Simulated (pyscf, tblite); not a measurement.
H₂C=CH₂ + NH₂• -> •HC=CH₂ + NH₃: energy along the mass-weighted descent from the GFN2-xTB with spin polarisation saddle (tblite), relative to the relaxed reactant side, a complex of the molecules.

```
s (amu^1/2 bohr) | E (kcal/mol)
    -1.28 | ### 0.1
    -1.21 | #### 0.1
    -1.12 | ##### 0.2
    -1.01 | ###### 0.2
   -0.910 | ######## 0.3
   -0.770 | ########### 0.4
   -0.608 | ############### 0.6
   -0.420 | ##################### 0.8
    0.240 | ############################## 1.1
    0.385 | ########################### 1.0
    0.509 | ######################### 0.9
    0.606 | ####################### 0.9
    0.720 | ###################### 0.8
    0.800 | ##################### 0.8
    0.870 | #################### 0.8
```

Q: The GFN2-xTB with spin polarisation barrier from the reactant side is 1.4 kcal/mol. What does ωB97X-D3(BJ) (PySCF) give from its own reactant-side minimum, in def2-SVP and in def2-TZVP?

A: 14.1 kcal/mol in the double-zeta basis after reoptimising the saddle, and 15.3 kcal/mol in the triple-zeta single point, so the tight-binding barrier lies 13.9 kcal/mol under the latter. The imaginary mode goes from 949i to 1729i cm⁻¹.
